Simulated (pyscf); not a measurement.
Structures and frequencies: ωB97X-D3(BJ)/def2-SVP in PySCF. MP2 and CC: frozen core, UHF for open shells. ΔMP2 is the change of the MP2 total energy from the triple- to the quadruple-zeta basis.

**Question.** Cl–CH₂–CH₂–Cl → hydrogen chloride (HCl) + vinyl chloride (H₂C=CH–Cl)
Surface: singlet. Broken: C–Cl, C–H. Formed: Cl–H. Give ΔE‡ and ΔE from CCSD(T)/def2-TZVPP + ΔMP2(QZVPP), relative to the reactant's lowest minimum found.

**Answer.** ΔE‡ = 2.94 eV, ΔE = +0.84 eV. Zero-point energy shifts the barrier by -0.24 eV. It is an elimination, with an imaginary mode of 1863i cm⁻¹. On the reactant side the descent ends in a point that may be a rotor saddle (no frequency run), 0.05 eV over the lowest minimum found and 2.95 eV under the saddle at ωB97X-D3(BJ)/def2-TZVP. One saddle was located; it need not be the lowest between these sides. The CCSD(T) − MP2 part came from Ansatz, without density fitting, on the same reference.
